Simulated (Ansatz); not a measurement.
**Worked example: correlation energy of AlB⁻, quartet**

Geometry: a point of a stretch scan, not a stationary point.

```yaml
atoms:
  - { symbol: B, position_ang: [0.0000, 0.0000, 0.0000] }
  - { symbol: Al, position_ang: [0.0000, 0.0000, 1.8360] }
```

Basis aug-cc-pVDZ; Ansatz 0.2.0. Only valence electrons are correlated (noble-gas cores frozen), which leaves 7 electrons in 44 orbitals. Prefix R: restricted or restricted open-shell reference; prefix U: unrestricted.

Full CI isn't at hand for all of this; UCCSDT(Q) serves as the reference, and is uncertain by about the last step of the cluster series.

Runs differ by some tens of microhartree through their thresholds and, for an open shell, their frozen cores, so steps under 0.03 kcal/mol mean nothing.

| level | total energy (hartree) |
| --- | --- |
| UHF | -266.470937 |
| UMP2 | -266.574615 |
| UCCSD | -266.604766 |
| UCCSD(T) | -266.612181 |
| UCCSDT | -266.614265 |
| UCCSDT(Q) | -266.614896 |

Q: What is the correlation energy at UCCSDT(Q), and what share of it do UMP2 and UCCSD(T) recover?

A: E(corr) = -266.614896 − (-266.470937) = -0.143959 hartree = -3.917 eV. UMP2: -0.103678 / -0.143959 = 72.02 %. UCCSD(T): -0.141244 / -0.143959 = 98.11 %.

Q: By how many kcal/mol does UCCSD(T) miss UCCSDT(Q) (1 hartree = 627.509 kcal/mol), and which steps make up the rest?

A: -266.612181 − (-266.614896) = 0.002715 hartree = 1.70 kcal/mol. Steps: UCCSDT − UCCSD(T) = -1.31, UCCSDT(Q) − UCCSDT = -0.40 kcal/mol. Differences between like states or geometries often cancel part of this.
